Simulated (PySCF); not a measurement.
# CH5BO: the cost of one run

Programs: PySCF 2.14.0, with density-fitted response routines of our own. Each step states its level of theory. These are calculated values for one molecule in the gas phase, unless marked as measured. Atoms are numbered from 0 throughout.

## 1. The molecule as given

8 atoms, charge 0, multiplicity 1; geometry from: PBE0-D3(BJ)/def2-SVP.

Bonds of the start (Å): B0–O1 1.34, O1–C2 1.41, B0–H3 1.22, B0–H4 1.21, C2–H5 1.10, C2–H6 1.10, C2–H7 1.10.

## 2. J couplings: B3LYP/def2-TZVP

Job settings and geometry (Å):

```
{"job": {"kind": "j", "xc": "B3LYP", "basis": "def2-TZVP"}, "charge": 0, "multiplicity": 1}
B      1.360200     0.054611     0.050210
O      0.180326     0.526814     0.470175
C     -1.055675     0.015364     0.039022
H      1.404335    -0.867472    -0.740956
H      2.350019     0.587417     0.493950
H     -1.624624     0.813758    -0.461477
H     -0.925643    -0.828671    -0.658370
H     -1.633110    -0.322052     0.913095
```

Method: B3LYP/def2-TZVP indirect spin-spin coupling, non-relativistic, gas phase.

On the command line:

```sh
$ OMP_NUM_THREADS=1 python probes_run.py task.json out
```

The driver reads the jobs from task.json and runs them one after another.

**Question.** How long does this first job take on 1 thread of Intel Xeon 6975P-C, shared host, and how much memory does it need?

About 5 s, with a peak of 0.49 GiB.
